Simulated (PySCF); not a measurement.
# Assigning NMR signals

Geometry:
```tsv
atom	x (Å)	y (Å)	z (Å)
C1	1.999	0.413	0.385
C2	0.881	0.192	-0.281
C3	-0.242	-0.671	0.210
C4	-1.380	0.209	0.662
N5	-2.546	0.266	0.214
H6	2.192	-0.047	1.340
H7	2.770	1.059	0.002
H8	0.706	0.672	-1.236
H9	0.092	-1.267	1.063
H10	-0.584	-1.338	-0.586
H11	-1.138	0.888	1.476
H12	-2.749	-0.376	-0.554
```

No relativistic terms, no solvent model, fast rotation and ring inversion assumed for equivalent nuclei, single conformer. NMR shieldings at PBE0/pcSseg-1/GIAO; GFN2-xTB structure; PySCF 2.14.

References, each an isolated molecule treated in the same way: TMS for 13C (σref 186.93), 1H (σref 31.72).

(1) Assign these signals to the numbered atoms. 13C{1H} NMR (computed): δ 174.7 (CH), 140.8 (CH), 125.9 (CH2), 54.4 (CH2).

(2) Assign these signals to the numbered atoms. 1H NMR (400 MHz, computed): δ 10.74 (br s, 1H), 7.54 (t, 1H), 5.97 (m, 1H), 5.52 (m, 1H), 5.50 (m, 1H), 2.80 (m, 2H).

Results:

(1) 
174.7 → C4, carbon bonded to C, N, H
140.8 → C2, carbon bonded to 2 C, H
125.9 → C1, carbon bonded to C, 2 H
54.4 → C3, carbon bonded to 2 C, 2 H

(2) 
| δ (ppm) | atoms | environment | reason |
| --- | --- | --- | --- |
| 10.74 | H12 | hydrogen on a nitrogen bonded to C | – |
| 7.54 | H11 | hydrogen on a carbon bonded to C, N | – |
| 5.97 | H8 | hydrogen on a carbon bonded to 2 C | – |
| 5.52 | H6 | hydrogen on a carbon bonded to C | – |
| 5.50 | H7 | hydrogen on a carbon bonded to C | – |
| 2.80 | H9/H10 | hydrogen on a carbon bonded to 2 C | – |

H6 and H7 lie closer than the usual error of such a calculation, so a measured spectrum could show them in the other order.

Exchangeable OH/NH protons stand at their gas-phase positions; hydrogen bonding in a real sample shifts them, mostly to higher δ. Shifts are as computed. Against solution values, carbons near 30 ppm lie about +3 ppm off and those near 130 ppm about +5 ppm. Of 1211 compounds with measured shifts, 218 miss one by over three times the rms of a fit or turn the order of signals round; such compounds aren't used in these exercises. No couplings were computed; multiplicities are counted from neighbouring protons, with m where these are inequivalent, close in shift, in a saturated or five-membered ring or joined by F or P, and br s for small geminal =CH2 splittings.
